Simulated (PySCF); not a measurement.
Identify the compound

An unknown has the formula CH$_{2}$F$_{2}$. Its calculated NMR data are:

1H NMR (400 MHz, computed): δ 5.75 (t, J = 57.7 Hz, 2H).

13C{1H} NMR (computed): δ 115.8 (CH2, t, J = 306.5 Hz).

Calculated, not measured (PySCF 2.14.0 with density-fitted response routines): couplings computed with B3LYP/pcJ-2, geometry: PBE0-D3(BJ)/def2-TZVP, shieldings: GIAO B97-2/pcSseg-2. One computed conformer, fast rotation and ring inversion assumed for equivalent nuclei, in vacuum, no relativistic terms.

δ = σ(ref) − σ, references computed at the same level: TMS for 1H, 13C.

**Question.** Deduce the structure.

**Answer.** 
The formula gives 0 degrees of unsaturation. Carbon types of the structure: 1 × CH2, which accounts for all hydrogens. δC 115.8: sp3 CH2 bonded to 2 F; 2 electronegative neighbours deshield it. δH 5.75: hydrogen on an sp3 CH2 bonded to 2 F; its carbon carries F, hence the downfield position.

These data were computed for `FCF`.

Common functionals overestimate the size of one-bond C–F couplings by tens of Hz; these are unscaled. Splittings below 1 Hz are ignored in the labels, and close J values are merged. Shifts are as computed. Against solution values, carbons near 30 ppm lie about +3 ppm off and those near 130 ppm about +7 ppm. Of 1211 compounds with measured shifts, 218 miss one by over three times the rms of a fit or turn the order of signals round; such compounds aren't used in these exercises.
